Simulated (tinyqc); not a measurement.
Worked calculation: Pariser-Parr-Pople SCF with singles CI, for the molecule Fc1ccsc1 (SMILES; centres numbered as the heavy atoms are written). Computed by tinyqc, a small Python program that keeps every step. Settings: charge = 0, gamma = MN, start = huckel, damping = 0.3, iteration cap = 60, excitations kept = 4. Command: `OMP_NUM_THREADS=1 python tinyqc.py 28375 28376 out.jsonl` (the two numbers bound the seeds that draw the settings). One thread of a shared host (Intel(R) Xeon(R) Processor @ 2.60GHz), about 0.01 s of CPU time with the checks. Later iterations appear only in the table of the cycle.

## PPP integrals

Centres (angstrom, eV; a flat drawing with bonds scaled to 1.40 angstrom):
```
centre,x,y,core charge z,W,gamma_rr
1F,2.159000,0.000000,2,39.000000,21.400000
2C,0.759000,0.000000,1,11.160000,11.130000
3C,-0.064000,1.133000,1,11.160000,11.130000
4C,-1.395000,0.700000,1,11.160000,11.130000
5S,-1.395000,-0.700000,2,22.000000,13.000000
6C,-0.064000,-1.133000,1,11.160000,11.130000
```

Resonance integrals (eV):
```
i,j,beta
1,2,-2.100000
2,3,-2.390000
3,4,-2.390000
4,5,-2.020000
5,6,-2.020000
6,2,-2.390000
```

Mataga-Nishimoto: gamma = 14.399645/(R + a), a = 2 x 14.399645/(gamma_rr + gamma_ss); H_rr = -W_r - sum_(s != r) z_s gamma_rs; H_rs = beta for bonds.

repulsion gamma_rs (eV), lower triangle:
```
,1F,2C,3C,4C,5S,6C
1F,21.400000
2C,6.300946,11.130000
3C,4.259754,5.344818,11.130000
4C,3.194529,4.046371,5.346212,11.130000
5S,3.229004,4.163681,4.163220,5.552194,13.000000
6C,4.259754,5.344818,4.045107,4.045936,5.552920,11.130000
```

core matrix H (eV), lower triangle:
```
,1F,2C,3C,4C,5S,6C
1F,-63.472992
2C,-2.100000,-46.825260
3C,0.000000,-2.390000,-42.742085
4C,0.000000,0.000000,-2.390000,-42.091966
5S,0.000000,0.000000,0.000000,-2.020000,-47.890023
6C,0.000000,-2.390000,0.000000,0.000000,-2.020000,-44.221209
```

## Starting guess

pi electrons, sum of z_r less the charge = 8

Orbitals of the Hueckel matrix of the beta values.

P at the start, lower triangle:
```
,1F,2C,3C,4C,5S,6C
1F,1.787190
2C,0.432053,1.121344
3C,-0.274137,0.579767,1.285659
4C,0.077366,-0.190867,0.625681,1.205835
5S,0.125923,-0.224654,-0.320273,0.656859,1.281004
6C,-0.310917,0.612843,-0.114309,-0.303768,0.566279,1.318969
```

## Iteration 1: Fock matrix

F_rr = H_rr + P_rr gamma_rr / 2 + sum_(s != r) P_ss gamma_rs; F_rs = H_rs - P_rs gamma_rs / 2; E = tr P (H + F) / 2 + core repulsion sum_(r<s) z_r z_s gamma_rs.

F (eV), lower triangle:
```
,1F,2C,3C,4C,5S,6C
1F,-18.201018
2C,-3.461170,-5.189789
3C,0.583877,-3.939374,-4.865907
4C,-0.123574,0.386160,-4.062513,-5.812641
5S,-0.203304,0.467693,0.666684,-3.843506,-9.752099
6C,0.662215,-4.027768,0.231196,0.614512,-3.592250,-6.082110
```

pi energy = -137.822759 eV

## Iteration 1: orbitals and new P

Diagonalise F (the basis is taken as orthonormal) and form P = 2 sum c c over the lowest orbitals; 0.3 of the old P is kept.

orbital energies (eV): -19.093504  -13.699755  -9.667091  -8.889612  -0.267846  1.714244

P after iteration 1, lower triangle:
```
,1F,2C,3C,4C,5S,6C
1F,1.902351
2C,0.279249,1.073582
3C,-0.174495,0.595966,1.163803
4C,0.035637,-0.129695,0.692680,1.157676
5S,0.079508,-0.240660,-0.291507,0.575359,1.474321
6C,-0.208985,0.686691,-0.098194,-0.369132,0.523183,1.228267
```

## Iteration 2: Fock matrix

As before.

F (eV), lower triangle:
```
,1F,2C,3C,4C,5S,6C
1F,-17.704804
2C,-2.979768,-5.255998
3C,0.371653,-3.982664,-5.128298
4C,-0.056921,0.262397,-4.241607,-5.851129
5S,-0.128365,0.501016,0.606803,-3.617252,-9.600907
6C,0.445111,-4.225119,0.198603,0.746742,-3.472596,-5.965878
```

pi energy = -139.262915 eV

## Iteration 2: orbitals and new P

As before.

orbital energies (eV): -18.437180  -13.497994  -9.853823  -9.078816  -0.200484  1.561283

P after iteration 2, lower triangle:
```
,1F,2C,3C,4C,5S,6C
1F,1.946798
2C,0.209461,1.060638
3C,-0.128336,0.594432,1.121006
4C,0.020496,-0.110700,0.723404,1.136274
5S,0.059365,-0.246201,-0.278381,0.538716,1.550812
6C,-0.162546,0.720329,-0.092754,-0.388148,0.504931,1.184473
```

## Iteration 3: Fock matrix

As before.

F (eV), lower triangle:
```
,1F,2C,3C,4C,5S,6C
1F,-17.501021
2C,-2.759900,-5.278908
3C,0.273340,-3.978564,-5.219441
4C,-0.032737,0.223967,-4.323735,-5.861921
5S,-0.095845,0.512552,0.579481,-3.515529,-9.554281
6C,0.346203,-4.315013,0.187600,0.785211,-3.421920,-5.924408
```

pi energy = -139.788489 eV

## Iteration 3: orbitals and new P

As before.

orbital energies (eV): -18.166207  -13.436230  -9.902465  -9.159059  -0.186758  1.510739

P after iteration 3, lower triangle:
```
,1F,2C,3C,4C,5S,6C
1F,1.964318
2C,0.176878,1.057873
3C,-0.106364,0.589246,1.105420
4C,0.014559,-0.104767,0.738719,1.126227
5S,0.050496,-0.248858,-0.272333,0.521314,1.582606
6C,-0.140801,0.736505,-0.090624,-0.392076,0.496558,1.163555
```

## Convergence

Stop when output and input P, before any damping, agree to 1e-7.

Course of the cycle:
```
iteration,E (eV),largest |P(out) - P(in)|
1,-137.82275907,2.76e-01
2,-139.26291456,1.09e-01
3,-139.78848891,4.65e-02
4,-139.96778159,2.20e-02
5,-140.02689224,1.05e-02
6,-140.04601964,5.00e-03
7,-140.05214880,2.39e-03
8,-140.05410531,1.49e-03
9,-140.05473022,9.52e-04
10,-140.05493065,6.03e-04
11,-140.05499540,3.81e-04
...,...,...
19,-140.05502705,8.98e-06
20,-140.05502705,5.61e-06
21,-140.05502705,3.50e-06
22,-140.05502705,2.18e-06
23,-140.05502705,1.36e-06
24,-140.05502705,8.51e-07
25,-140.05502705,5.31e-07
26,-140.05502705,3.31e-07
27,-140.05502705,2.07e-07
28,-140.05502705,1.29e-07
29,-140.05502705,8.05e-08
```

Converged in 29 iterations.

## Converged orbitals

Charges are z - P_rr.

orbital energies (eV): -17.956970  -13.391573  -9.913644  -9.230023  -0.187677  1.475063

coefficients:
```
,MO1,MO2,MO3,MO4,MO5,MO6
1F,0.965191,-0.151805,-0.142832,-0.115699,0.047433,-0.096558
2C,0.239636,0.277910,0.469431,0.417771,-0.276020,0.627897
3C,0.066703,0.321155,0.612831,-0.253541,-0.313840,-0.595037
4C,0.024634,0.437120,0.143472,-0.588090,0.574834,0.333844
5S,0.027376,0.659836,-0.601501,-0.082517,-0.441806,0.007890
6C,0.071933,0.412461,-0.035829,0.628601,0.545381,-0.361716
```

pi charges: 1F 0.023147, 2C -0.059115, 3C -0.094870, 4C -0.116229, 5S 0.390509, 6C -0.143442

## Singles CI, singlets

Over the 4 single excitations with the smallest orbital gaps: A = (e_a - e_i) delta + 2 (ia|jb) - (ij|ab), with (pq|rs) = sum c_mp c_mq gamma_mn c_nr c_ns. f = 2/3 w |mu|^2 in atomic units, mu = sqrt2 sum c_ia sum_m c_mi c_ma R_m.

singlet CI matrix (eV), lower triangle:
```
,4>5,3>5,4>6,3>6
4>5,5.960515
3>5,-0.062219,6.201471
4>6,-0.106181,-0.825269,7.195104
3>6,0.262227,0.117088,0.005647,7.740355
```

singlet excitation energies (eV): 5.673071  5.979104  7.637681  7.807589

oscillator strengths: 0.116978  0.303944  0.820960  0.495750

## Singles CI, triplets

Over the 4 single excitations with the smallest orbital gaps: A = (e_a - e_i) delta - (ij|ab), with (pq|rs) = sum c_mp c_mq gamma_mn c_nr c_ns.

triplet CI matrix (eV), lower triangle:
```
,4>5,3>5,4>6,3>6
4>5,2.767708
3>5,0.138960,3.933855
4>6,0.230727,0.565252,4.838343
3>6,0.565252,-0.235205,-0.085664,5.184027
```

triplet excitation energies (eV): 2.602064  3.649617  5.089326  5.382925
